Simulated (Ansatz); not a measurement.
A structure relaxed at PBE0-D4/def2-TZVP in Ansatz, charge 0, doublet:

```xyz
3

B    -1.350   -0.669    1.238
Si   -0.079   -0.038    0.071
Si    1.428    0.707   -1.309
```

Q: Give its formula and point group.

A: the cluster Si₂B. Point group C∞v (tolerance 0.1 Å).

Q: Summarise the bond lengths by kind (pairs closer than 1.2 times the sum of covalent radii, bridged metal pairs left out).

A: 1 × B–Si 1.84 Å; 1 × Si–Si 2.17 Å.

The charge 0 doublet is spin-contaminated (final ⟨S²⟩ up to 1.68, 0.75 for a pure state). Another isomer (doublet) lies 2.04 eV lower at PBE0-D4/def2-TZVP; other spin states weren't run for this one.
